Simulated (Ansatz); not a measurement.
C$_{3}$H$_{3}$F$_{3}$ (`CC(F)=C(F)F`), 9 atoms. The species carries charge 0 and has multiplicity 1. All runs use 4 threads of an Arm Neoverse V1 on a shared host. Correlated methods freeze the cores.

Q: How many basis functions does each run have, and how long does it take in Ansatz? RKS ωB97M-V/def2-SVP energy; RKS r2SCAN-D4/def2-TZVPP energy and forces; direct RPA on PBE orbitals/def2-TZVPP energy; RKS PBE0-D4/def2-SVP energy; RKS ωB97M-V/def2-QZVPP energy; RHF-CCSD(T)/def2-SVP energy; RHF-CCSD(T)/def2-TZVPP energy; RKS r2SCAN0-D4/def2-TZVPP energy; RHF-MP2/def2-QZVPP energy; RKS revPBE-D4/def2-TZVPP energy; RKS PBE0-D4/def2-QZVPP energy; RKS PBE0-D4/def2-TZVP relaxation (5 steps). (Estimate.)

A: The calculation gave: Other jobs shared the machine, so times are rough.

| level | job | functions | wall time | peak host memory (GiB) |
| --- | --- | --- | --- | --- |
| RKS PBE0-D4/def2-SVP | energy | 99 | 0.9 s | 0.41 |
| RKS revPBE-D4/def2-TZVPP | energy | 228 | 1.7 s | 0.25 |
| RKS ωB97M-V/def2-SVP | energy | 99 | 3.4 s | 0.41 |
| RKS r2SCAN-D4/def2-TZVPP | energy and forces | 228 | 4.2 s | 0.28 |
| RKS r2SCAN0-D4/def2-TZVPP | energy | 228 | 4.3 s | 0.5 |
| direct RPA on PBE orbitals/def2-TZVPP | energy | 228 | 4.9 s | 0.51 |
| RKS PBE0-D4/def2-QZVPP | energy | 432 | 6.5 s | 1.2 |
| RHF-CCSD(T)/def2-SVP | energy | 99 | 6.5 s | 0.49 |
| RKS ωB97M-V/def2-QZVPP | energy | 432 | 15 s | 1.5 |
| RKS PBE0-D4/def2-TZVP | relaxation (5 steps) | 204 | 18 s | 0.47 |
| RHF-MP2/def2-QZVPP | energy | 432 | 21 s | 2.3 |
| RHF-CCSD(T)/def2-TZVPP | energy | 228 | 3.1 min | 4.5 |
